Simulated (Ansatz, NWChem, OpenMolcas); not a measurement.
CH8Si2 (SMILES [SiH3]C[SiH3]): methods side by side

CH8Si2 has 11 atoms, charge 0, and is taken as a singlet. As SMILES, `[SiH3]C[SiH3]`. The shape is that of a PBE0-D4/def2-TZVP optimisation.

```xyz
11

Si   -1.1590    1.0347   -0.3447
C    -0.2863   -0.6214   -0.3656
Si    1.3352   -0.6523    0.5696
H    -2.4358    0.9768   -1.1065
H    -0.2935    2.0789   -0.9556
H    -1.4638    1.4368    1.0546
H    -0.9541   -1.3776    0.0607
H    -0.0994   -0.9088   -1.4058
H     1.1106   -0.3044    1.9983
H     2.2821    0.3367   -0.0116
H     1.9641   -1.9994    0.5065
```

Each level gives the energy change with the Si1–H6 bond stretched from 1.487 to 3.272 Å (eV). The values are calculated.

| level | kind | program | value (eV) |
| --- | --- | --- | --- |
| HF/def2-SVP (restricted) | Hartree–Fock | OpenMolcas | 5.31 |
| SVWN5/def2-SVP (restricted) | LDA | OpenMolcas | 4.10 |
| PBE/def2-SVP (restricted) | GGA | OpenMolcas | 4.07 |
| TPSS/def2-SVP (restricted) | meta-GGA | OpenMolcas | 4.32 |
| BHLYP/def2-SVP (restricted) | global hybrid | Ansatz | 4.87 |
| PBE0/def2-SVP (restricted) | global hybrid | NWChem | 4.52 |
| HSE06/def2-SVP (restricted) | range-separated hybrid | Ansatz | 4.49 |
| RPA@PBE0/def2-SVP (restricted) | RPA | Ansatz | 4.42 |
| MP2/def2-SVP (restricted) | perturbation theory | Ansatz | 4.75 |
| BCCD(T)/def2-SVP (restricted) | coupled cluster or CI | Ansatz | 3.76 |

The first shape isn't each level's own minimum. The values span 3.76 to 5.31 eV.
